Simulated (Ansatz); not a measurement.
An input for singlet C2H6B−

C2H6B− has 9 atoms, charge -1, and is taken as a singlet. SMILES of the parent species: `[CH2]BC`. The shape is that of a PBE0-D4/def2-TZVP optimisation. This is one conformer, not always the lowest. That shape belongs to the parent species and isn't relaxed for this state.

```tsv
atom	x (Å)	y (Å)	z (Å)
C	-0.8401	0.7433	-1.0235
B	0.1918	0.5408	0.0891
C	0.5250	-0.8601	0.6918
H	-1.4066	-0.0784	-1.4578
H	-1.0745	1.7149	-1.4506
H	0.7691	1.5066	0.5130
H	-0.0365	-1.6953	0.2675
H	1.5961	-1.0692	0.5764
H	0.3642	-0.8492	1.7771
```

Settings wanted:

```yaml
basis_set: 6-311+G**
integral_approximation: none
task: energy
method: DFT
functional: BLYP
dispersion: none
reference: RKS
relativity: none
accuracy: high
start_density: atoms
d_and_f_functions: spherical
```

**Question.** Give an Ansatz 0.2.0 job that does this.

**Answer.** This one ran through:

job.yaml:
```yaml
crystal:
  periodic: [false, false, false]
  atoms:
    - {symbol: C, position_ang: [-0.840100, 0.743300, -1.023500]}
    - {symbol: B, position_ang: [0.191800, 0.540800, 0.089100]}
    - {symbol: C, position_ang: [0.525000, -0.860100, 0.691800]}
    - {symbol: H, position_ang: [-1.406600, -0.078400, -1.457800]}
    - {symbol: H, position_ang: [-1.074500, 1.714900, -1.450600]}
    - {symbol: H, position_ang: [0.769100, 1.506600, 0.513000]}
    - {symbol: H, position_ang: [-0.036500, -1.695300, 0.267500]}
    - {symbol: H, position_ang: [1.596100, -1.069200, 0.576400]}
    - {symbol: H, position_ang: [0.364200, -0.849200, 1.777100]}
basis:
  gaussian: {orbitals: 6-311+G_st__st_.json}
total_charge: -1
hamiltonian: {xc: {name: BLYP}}
accuracy: high
output: {orbitals: {seedname: orbitals}}
```

```bash
$ ansatz run job.yaml --threads 1 --pin off --max-ram 3480MiB --events-out events.jsonl --progress --plain --runs-dir runs
```

(Basis files named in the input come from the Basis Set Exchange and aren't shown.)

Calculated total energy: -104.62964 Eh. The HOMO lies above zero, from self-interaction, a short basis or an unbound electron.
